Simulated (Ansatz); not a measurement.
# Relaxing Nb2Br3

Theory: Ansatz, DFT PBE, scalar-relativistic, plane waves, PAW. Cutoff 420 eV, Γ-centred k mesh, Gaussian smearing, no spin polarisation in the final step.

A relaxed cell is given with its space group left out.

```
CELL_PARAMETERS angstrom
4.16585 0.00000 0.00000
-2.08292 3.60773 0.00000
0.00000 0.00000 9.08855
ATOMIC_POSITIONS crystal
Nb 0.33333 0.66667 0.10188
Nb 0.66667 0.33333 0.89812
Br 0.00000 0.00000 0.00000
Br 0.33333 0.66667 0.70668
Br 0.66667 0.33333 0.29332
```

The zero of energy is the elements' standard structures at the same level; no fitted shifts are applied.

Task: What space group does it have?

Result: P-3m1 (No. 164). Conventional cell: a = 4.166 Å, c = 9.089 Å. Nb has 3 Br at 2.58 Å, 3 Br at 2.97 Å and 3 Nb at 3.04 Å; around Br on Wyckoff site a (1 atom of the primitive cell) lie 6 Nb at 2.58 Å; around Br on Wyckoff site d (2 atoms of the primitive cell) lie 3 Nb at 2.97 Å.

Task: What is its formation energy per atom?

Result: 0.04 eV/atom.

Task: Is it a metal?

Result: Yes, bands cross the Fermi level on the 12×12×4 mesh.

The final run used a 12×12×4 mesh on its 5-atom cell and 0.10 eV smearing. The k mesh leaves about 4 meV/atom of noise in metals. Weakly bound directions are ill-defined at this level, which has no dispersion term. The cell came from a trial start, so Nb2Br3 may not exist in this structure.

Cost: 3 runs of about 6.8 core-minutes in all, on Arm Neoverse V1 (shared hosts).